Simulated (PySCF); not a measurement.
Species: NH3O.
SMILES: `[NH3+][O-]`

Linear response at PBE0/aug-cc-pVTZ (PySCF, frozen core in the response, non-relativistic). Isolated species at its PBE0-D3(BJ)/def2-TZVP geometry, gas phase.

Static isotropic polarisability: 20.73 au (3.07 Å³), principal values 17.9, 17.9, 26.5 au.

Task: What is the polarisability at 1064 nm and at the sodium D line?

Result: 20.99 au at 1064 nm (+1.2 %), 21.64 au at 589.3 nm (+4.4 %). The rise at 589.3 nm is 3.56 times that at 1064 nm; a pure ω² law gives 3.26. The lowest singlet lies at 299 nm, shorter than both wavelengths.

Task: What is the isotropic C6 coefficient between two such molecules, C6 = (3/π)∫α(iω)² dω?

Result: 182.5 au (Eh·bohr⁶) by a ten-point quadrature over imaginary frequencies, which is 109 eV·Å⁶ or 10.5 J·nm⁶/mol.

Task: Which effective excitation energy ω̄ makes London's formula C6 = (3/4)α²ω̄ exact here?

Result: ω̄ = 4·C6/(3α²) = 0.566 Eh = 15.4 eV. A one-pole form α(ω) = α/(1 − ω²/ω̄²) fitted to the 1064 nm value gives 10.5 eV.

Task: The lowest 10 singlets have (eV, f): 4.15, 0.004; 4.15, 0.004; 5.58, 0.004; 5.58, 0.004; 5.63, 0.067; 5.63, 0.000; 6.00, 0.030; 6.00, 0.029; 7.17, 0.002; 7.17, 0.002. What share of the static polarisability do they carry in the sum over states α = Σ f/ω²?

Result: 3.35 au, 16.1 % of α; the largest term, 1.56 au, is that of the state at 5.63 eV. Their oscillator strengths add up to 0.14. Higher states carry the rest.

Task: How anisotropic is the static polarisability, by Δα² = ½[(α1 − α2)² + (α2 − α3)² + (α3 − α1)²]?

Result: Δα = 8.6 au, or 0.42 of the isotropic value.

Task: What molar refraction at the D line follows from R = (4π/3)·N_A·α′, with α′ the polarisability volume?

Result: α′ = 3.21 Å³ gives R = 8.09 cm³/mol, for isolated, non-vibrating species.

Task: What n − 1 at the D line would an ideal gas of it have at 273.15 K and 1 atm (2.6868 × 10¹⁹ cm⁻³), by n − 1 = 2π·N·α′?

Result: 5.41 × 10⁻⁴, a formal value whether or not that pressure can be reached.
